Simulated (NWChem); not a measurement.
# AlHF (SMILES [F][AlH]) at 3 levels

We compute a comparison of 3 runs (UBPW91/STO-3G, UGAM/STO-3G, CASSCF(7,6)/pc-0) of AlHF. 

The calculation is run with NWChem 7.3.0.

3 further runs of the same task are left out: 1 that didn't finish, 2 set aside as unsound or not needed.

**1. The structure to begin with**

AlHF: 3 atoms, total charge 0, spin state doublet. SMILES: `[F][AlH]`. The coordinates come from a PBE0-D4/def2-TZVP relaxation.

Bond lengths: F1–Al2 1.656 Å, Al2–H3 1.607 Å. Angles: F1–Al2–H3 115.5°.

**2. The polarisability at UBPW91/STO-3G (COSMO chloroform) (run 1)**

Input file alfh.nw:

```
start alfh
memory stack 880 mb heap 220 mb global 1100 mb

geometry noautosym nocenter noautoz
  F      0.907100     0.893200     0.585600
  Al    -0.432500     0.318000    -0.199500
  H     -0.485400    -1.276100    -0.399300
end

basis spherical
  * library STO-3G
end

cosmo
  solvent chcl3
end

dft
  xc becke88 perdew91
  mult 2
  grid fine
  direct
  iterations 200
  mulliken
end

property
  response 1 0.0428
end

task dft property
```

Run with:

```console
$ nwchem alfh.nw > alfh.out
```

Standard output:

```text
[...]
          Wavefunction type:  spin polarized.
          No. of atoms     :     3
          No. of electrons :    23
[...]
          Charge           :     0
          Spin multiplicity:     2
[...]
          AO basis - number of functions:    15
[...]
              XC Information
              --------------
                    Becke 1988 Exchange Functional  1.000
                Perdew 1991 Correlation Functional  1.000 non-local
            Perdew 1991 LDA Correlation Functional  1.000 local
[...]
 d= 0,ls=0.0,diis     1   -338.2864019736 -3.82D+02  1.14D-01  9.71D-02     0.1
[...]
 d= 0,ls=0.0,diis     6   -338.4343537665 -1.43D-07  6.12D-06  1.26D-09     1.3
[...]
         Total DFT energy =     -338.434353766504
      One electron energy =     -561.033802738997
           Coulomb energy =      209.592229597071
    Exchange-Corr. energy =      -29.731382162912
 Nuclear repulsion energy =       43.396949637004
             COSMO energy =       -0.658348098671
[...]
      Total Density - Mulliken Population Analysis
     ---------------------------------------------
    Atom       Charge   Shell Charges
 -----------   ------   -------------------------------------------------------
    1 F    9     9.27   2.00  1.96  5.31
    2 Al  13    12.41   2.00  1.98  5.77  1.32  1.34
    3 H    1     1.31   1.31
[...]
      <S2> =      0.7520 (Exact =     0.7500)
[...]
 Anisotropic =       4.8361168
[...]
```

Wall time 3.6 s (1 thread of Intel Xeon 6975P-C (Granite Rapids), shared host); peak memory 0.16 GiB.

**3. The charge distribution at UGAM/STO-3G (density fitting with weigend coulomb fitting) (run 2)**

Input file alfh.nw:

```
start alfh
memory stack 880 mb heap 220 mb global 1100 mb

geometry noautosym nocenter
 zmatrix
   F
   Al 1 1.655828
   H 2 1.607443 1 115.47102
 end
end

basis spherical bse
 * library STO-3G
end

basis "cd basis" spherical
 * library "weigend coulomb fitting"
end

dft
 xc gga_x_gam gga_c_gam
 mult 2
 grid xfine
 iterations 200
 mulliken
end

property
 efield
 mulliken
 quadrupole
 octupole
 moldenfile
 molden_norm janpa
end

task dft property
```

Run with:

```console
$ nwchem alfh.nw > alfh.out
```

Standard output:

```text
[...]
          Wavefunction type:  spin polarized.
          No. of atoms     :     3
          No. of electrons :    23
[...]
          Charge           :     0
          Spin multiplicity:     2
[...]
          AO basis - number of functions:    15
[...]
              XC Information
              --------------
          Using LibXC version      7.1.2
                                         gga_x_gam  1.000
                                         gga_c_gam  1.000
[...]
 d= 0,ls=0.0,diis     1   -338.3941652940 -3.82D+02  1.05D-01  8.20D-02     0.3
[...]
 d= 0,ls=0.0,diis     9   -338.5026654620 -1.26D-08  7.55D-06  5.25D-09     2.1
[...]
         Total DFT energy =     -338.502665462023
      One electron energy =     -562.148078865377
           Coulomb energy =      210.112487290289
    Exchange-Corr. energy =      -29.864015739025
 Nuclear repulsion energy =       43.396941852090
[...]
      Total Density - Mulliken Population Analysis
     ---------------------------------------------
    Atom       Charge   Shell Charges
 -----------   ------   -------------------------------------------------------
    1 F    9     9.29   2.00  1.97  5.32
    2 Al  13    12.45   2.00  1.99  5.80  1.33  1.33
    3 H    1     1.26   1.26
[...]
      <S2> =      0.7531 (Exact =     0.7500)
[...]
```

Run time: 2.6 s. Hardware: 1 thread of Intel Xeon 6975P-C (Granite Rapids), shared host; peak memory 0.12 GiB.

Atomic charges (e):

```csv
atom,Mulliken,Löwdin
F1,-0.289,-0.220
Al2,+0.551,+0.470
H3,-0.262,-0.250
```

**4. Energy and gradient at CASSCF(7,6)/pc-0 (run 3)**

Input file work.nw:

```
start work
memory total 2200 mb
charge 0
geometry units angstrom noautosym nocenter noautoz
F        0.907100       0.893200       0.585600
Al      -0.432500       0.318000      -0.199500
H       -0.485400      -1.276100      -0.399300
end
basis spherical bse
* library pc-0
end
scf
doublet
rohf
maxiter 60
direct
print medium
end
mcscf
active 6
actelec 7
multiplicity 2
maxiter 30
end
task mcscf gradient
```

Run with:

```console
$ nwchem work.nw > work.out
```

Standard output:

```text
[...]
     --- Warning:   15 Hessian diagonals < 0.05 ---
     --- Warning: Precondition failed to converge:Residue: current= 0.2D+00 required= 0.3D-01---
 Increase level shift to     0.24
[...]
     --- Warning: Precondition failed to converge:Residue: current= 0.9D-01 required= 0.3D-01---
 Increase level shift to     0.20
[...]
     --- Warning: Precondition failed to converge:Residue: current= 0.5D-01 required= 0.3D-01---
[...]
     --- Warning: Precondition failed to converge:Residue: current= 0.6D-01 required= 0.3D-01---
[...]
     --- Warning: Precondition failed to converge:Residue: current= 0.4D-01 required= 0.3D-01---
[...]
       Total MCSCF energy =   -341.551828709358
[...]
                         MCSCF ENERGY GRADIENTS
    atom               coordinates                        gradient
                 x          y          z           x          y          z
   1 F       1.714170   1.687903   1.106624   -0.008518  -0.004951  -0.005131
   2 Al     -0.817306   0.600933  -0.377000    0.007375   0.003264   0.004333
   3 H      -0.917273  -2.411479  -0.754568    0.001143   0.001687   0.000798
[...]
```

Wall time 7.8 s (1 thread of Intel Xeon 6975P-C (Granite Rapids), shared host); peak memory 0.097 GiB.

**5. All runs side by side**

```
run                                                       level            task   integral approximation  energy (Eh)  dipole moment (D)   ⟨S²⟩  wall time
  1                            UBPW91/STO-3G (COSMO chloroform)  polarizability                     none  -338.434354               1.75  0.752      3.6 s
  2  UGAM/STO-3G (density fitting with weigend coulomb fitting)      properties  weigend coulomb fitting  -338.502665               1.49  0.753      2.6 s
  3                                            CASSCF(7,6)/pc-0        gradient                     none  -341.551829               2.31      –      7.8 s
```

**6. What came out**

| quantity | value |
| --- | --- |
| run 3: total energy | -341.55183 Eh |
| run 3: dipole moment (of the density that the program reports) | 2.31 D |
| run 3: largest force on an atom | 0.571 eV/Å |

In words: The dipole moment (its size) runs from 1.49 D (UGAM/STO-3G) to 2.31 D (CASSCF(7,6)/pc-0). The two ends differ in method and basis. Totals of different functionals can't be ranked against each other. In runs 1, 2 the basis is minimal, so the values are rough. All runs together took 14 s, the longest 7.8 s.
